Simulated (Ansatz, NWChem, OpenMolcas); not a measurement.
Worked example: CH4 + AlH2(SH) → H2S + AlH2(CH3)

Species: CH4 (methane) `C`, singlet; AlH2(SH), singlet; H2S (hydrogen sulfide) `S`, singlet; AlH2(CH3), singlet. The partners trade CH3 for SH: H–CH3 and Al–SH bonds give way to H–SH and Al–CH3.

Shapes, held fixed at every level: PBE0-D4/def2-TZVP. Programs: Ansatz 0.2.0, NWChem 7.3.0, OpenMolcas 26.06. A level may come from different programs for different species; with the same settings they agree closely. Electronic energies: no zero-point or thermal term.

At PBE0/def2-SVP; 1 Eh = 2625.50 kJ/mol:

| species | energy (Eh) |
| --- | --- |
| CH4 | -40.428374 |
| AlH2(SH) | -641.987044 |
| H2S | -399.120236 |
| AlH2(CH3) | -283.244780 |

Work out ΔE of the reaction at this level.


1. Products less reactants: (-399.120236) + (-283.244780) − [(-40.428374) + (-641.987044)] = 0.050402 Eh = +132.3 kJ/mol.

Other levels give +111.1 (HF/STO-3G) to +140.9 kJ/mol (B3LYP/6-31G* (spherical functions)). No measured value is set beside it here.
